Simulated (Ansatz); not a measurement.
We consider hcp Re, described by r²SCAN-D4 (PAW; Ansatz, a quantum-chemistry and plane-wave program).

Settings: plane-wave cutoff 560 eV, 24×24×12 k mesh (along the axes of the cell as run), Fermi–Dirac smearing 0.05 eV, no spin polarisation, scalar-relativistic PAW data made under PBE.

Shape and atoms are relaxed at each volume.

Pressure at four volumes; x = ln(V/14.624 Å³). One pressure is withheld.

```csv
V (Å³/atom),x,P (GPa)
14.039,-0.0408,17.57
14.624,0.0000,0.00
14.916,0.0198,-7.46
15.209,0.0392,?
```

Q: Pass a parabola P(x) through the three rows shown, estimate the bulk modulus and its pressure derivative near zero pressure, and predict the withheld pressure.

A: Slopes between the rows: (0.00 − (17.57))/(0.0000 − (-0.0408)) = -430.64 and (-7.46 − (0.00))/(0.0198 − (0.0000)) = -376.77 GPa. Their difference over the span 0.0606 is c = 53.87/0.0606 = 888.9 GPa, so P(x) = 17.57 + (-430.64)(x − (-0.0408)) + 888.9 (x − (-0.0408))(x − (0.0000)). At the middle row B = −dP/dx = −[-430.64 + 888.9 × 0.0408] = 394.4 GPa, and B′ = dB/dP = 2c/B = 4.5. At x = 0.0392 the parabola gives -14.09 GPa; the run gives -14.16 GPa. The Birch–Murnaghan fit to the energies at all volumes has B0 = 394 GPa and B′ = 4.4.

Measured, for comparison: bulk modulus 369 GPa (zero-point energy and finite temperature contributions removed, our sources range from 369 to 381; as tabulated in doi:10.1021/acs.jctc.3c00612). Computed (rounded) less measured: bulk modulus +7 % (+3 % to +7 % over the range).

Note: the bulk modulus comes from volumes at which shape and atoms were relaxed.

Spin–orbit coupling is not included.
